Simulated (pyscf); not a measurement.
A first-order saddle from PySCF, ωB97X-D3(BJ)/def2-SVP:

```xyz
8

O      0.2479     1.5832    -0.3549
Si    -0.2365     0.0896    -0.8458
O      1.0664    -0.9128    -0.6039
F     -1.2455     0.6612    -2.3312
F     -1.4631    -0.4419     0.0804
H      0.9970     1.5901     0.2523
H      0.9109    -1.8593    -0.7019
H     -1.9890     1.4069    -2.7347
```
Charge 0, spin multiplicity 2.

Surface: doublet, charge 0. Lowest wavenumbers (cm⁻¹): 1893i, 119, 147, 196, 241.

Problem. Which two sides does it connect, and which bonds change?

Solution. `[OH][Si]([OH])([F])[F]` + `[H]` [doublet] <-> `[OH][Si]([OH])[F]` [doublet] + `[FH]`, an atom transfer read from left to right: F–Si broken and F–H formed. At ωB97M-D3(BJ)/def2-TZVP it lies +2.28 eV from the left side and +1.05 eV from the right (each side as separated species at their lowest minima found). On the product side the descent ends in a complex, 0.24 eV under the separated species and 1.47 eV under the saddle at ωB97X-D3(BJ)/def2-TZVP. At ωB97X-D3(BJ) the barrier from the zero used here is 2.44 eV. This is the saddle that the search found; another between the same sides may lie lower. The angle at the transferred F is 147°.
